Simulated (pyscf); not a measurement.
Insertion: vinyl chloride (H₂C=CH–Cl) + difluorocarbene (F–C:–F) [singlet] -> F–CH(F)–CH=CH–Cl

Gas phase, singlet surface, charge 0. Bonds broken: C1–H4. Bonds formed: C1–C8, H4–C8. Optimised with ωB97X-D3(BJ)/def2-SVP in PySCF.

Transition state (Å):

```xyz
9

C     -1.0204     0.2273     0.2748
C     -0.4556    -0.9152     0.6371
Cl    -0.0161    -2.1493    -0.4999
H     -1.5786     0.2357    -1.0401
H     -1.2995     1.0142     0.9827
H     -0.2216    -1.1872     1.6725
F      0.3485     0.6424    -1.9448
C     -0.8903     0.9773    -1.6604
F     -0.9260     2.2557    -1.3273
```

One imaginary mode, 1513i cm⁻¹; descent along it reached the two sides named.

```
bond   change  reactant side (Å)  saddle  product side
-----  ------  -----------------  ------  ------------
C1–H4  breaks              1.092   1.428         2.181
C1–C8   forms                4.2   2.080         1.497
H4–C8   forms                3.4   1.187         1.101
```

Electronic energies relative to the separated reactants (kcal/mol):

```csv
level,barrier,reaction energy,reverse barrier
ωB97X-D3(BJ)/def2-TZVP,40.5,-59.9,100.4
PBE/def2-TZVP,28.1,-59.6,87.7
r²SCAN/def2-TZVP,29.3,-62.1,91.4
B3LYP-D3(BJ)/def2-TZVP,35.3,-59.1,94.3
PBE0-D3(BJ)/def2-TZVP,32.1,-64.1,96.3
M06-2X/def2-TZVP,38.2,-61.2,99.4
ωB97M-D3(BJ)/def2-TZVP,40.7,-57.0,97.7
HF/def2-TZVP,63.1,-51.9,114.9
```

With ωB97M-D3(BJ)/def2-TZVP energies and thermal terms (ideal gas, 1 atm, RRHO with modes under 100 cm⁻¹ raised to 100, one conformer, R ln 2 for chiral ones without a mode under 150 cm⁻¹), in kcal/mol:

```json
[
 {"T (K)": "298", "ΔH‡": "40.1", "ΔG‡": "51.7", "ΔH": "-53.4", "ΔG": "-41.3"},
 {"T (K)": "600", "ΔH‡": "40.6", "ΔG‡": "63.2", "ΔH": "-53.1", "ΔG": "-29.1"},
 {"T (K)": "900", "ΔH‡": "41.3", "ΔG‡": "74.4", "ΔH": "-52.4", "ΔG": "-17.2"},
 {"T (K)": "1200", "ΔH‡": "42.0", "ΔG‡": "85.3", "ΔH": "-51.5", "ΔG": "-5.7"}
]
```

One saddle was located; it need not be the lowest between these sides.
